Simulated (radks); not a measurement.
# N²⁺ in [He] 2s2 2p1: an all-electron calculation

What are the levels of the nitrogen ion N2+, how large are its shells, and how does its energy divide?

The numbers are computed with radks (a radial shooting solver on a logarithmic mesh, Libxc functionals) version 1 (scalar-relativistic Kohn-Sham, PBE, spin-polarised, spherical densities, finite nucleus; open shells are filled with parallel spins first), except any that are marked as measured or tabulated.

## (1) The atom as given

- element: nitrogen (Z = 7)
- charge: +2
- electrons: 5
- configuration: [He] 2s2 2p1
- nuclear rms radius: 2.5582 fm

Outer shells as boxes (Hund's rule):

N²⁺
```
[He] core
2s [↑↓]
2p [↑ ][  ][  ]
```

## (2) The run

Input:

```text
Z 7
configuration [He] 2s2 2p1
relativity scalar-relativistic
functional pbe,pbe
spin polarised
nucleus finite rms 2.5582 fm
c 137.035999084
```

Q: Predict the outcome of this run.

The runs gave:

```
                        quantity                     value
                    total energy         -52.91472 hartree
exchange-correlation share of it                   10.84 %
                            −T/E                    0.9990
          highest occupied level         2p up, -38.530 eV
    most extended occupied level  2s down, <r> = 1.18 bohr
 radius at density 0.001 e/bohr³                 2.68 bohr
    maxima of the radial density                         2
         ionisation energy, NIST     47.445 (semi-emp.) eV
```

What this shows: The radial density shows 2 maxima for 2 occupied principal shells. Minus the highest eigenvalue, 38.530 eV, is 81 % of the tabulated ionisation energy (47.445 eV); the potential of a semilocal functional falls off too fast, so its top eigenvalue is too shallow. Open shells are spherical and high-spin; term and fine-structure splittings are not resolved.
